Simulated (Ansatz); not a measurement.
Mg₃H₆. Total charge 0; singlet. Geometry r2SCAN-D4/def2-TZVP, basis def2-TZVP, Ansatz.

```xyz
9

Mg   -0.502    1.495    0.265
Mg   -1.320   -0.986    0.098
Mg    1.629    0.067   -0.261
H     1.184    1.983    0.047
H    -1.997   -2.545    0.019
H    -2.119    0.803    0.449
H     3.095   -0.726   -0.601
H    -0.172    0.093   -1.141
H     0.203   -0.184    1.125
```

```json
{"run": "A", "HOMO (eV)": "-6.38", "LUMO (eV)": "-2.04"}
{"run": "B", "HOMO (eV)": "-7.32", "LUMO (eV)": "-1.83"}
{"run": "C", "HOMO (eV)": "-6.81", "LUMO (eV)": "-1.83"}
{"run": "D", "HOMO (eV)": "-6.17", "LUMO (eV)": "-2.50"}
{"run": "E", "HOMO (eV)": "-10.09", "LUMO (eV)": "-0.08"}
{"run": "F", "HOMO (eV)": "-10.19", "LUMO (eV)": "0.27"}
```

LC-ωPBE has ω = 0.4 bohr⁻¹. The structure comes from a short search, and lower isomers may exist.

Question: The runs used HF, LC-ωPBE, PBE, PBE0, r2SCAN, r2SCANh. Estimate which is which.

Answer: A r2SCAN (0 % exact exchange); B PBE0 (25 % exact exchange); C r2SCANh (10 % exact exchange); D PBE (0 % exact exchange); E LC-ωPBE (range-separated); F HF (100 % exact exchange). Exact exchange lowers occupied and raises empty levels; among semilocal functionals meta-GGAs tend to open the gap a little, and such runs are hard to tell apart. The gap grows from 3.68 eV (PBE) to 10.45 eV (HF).
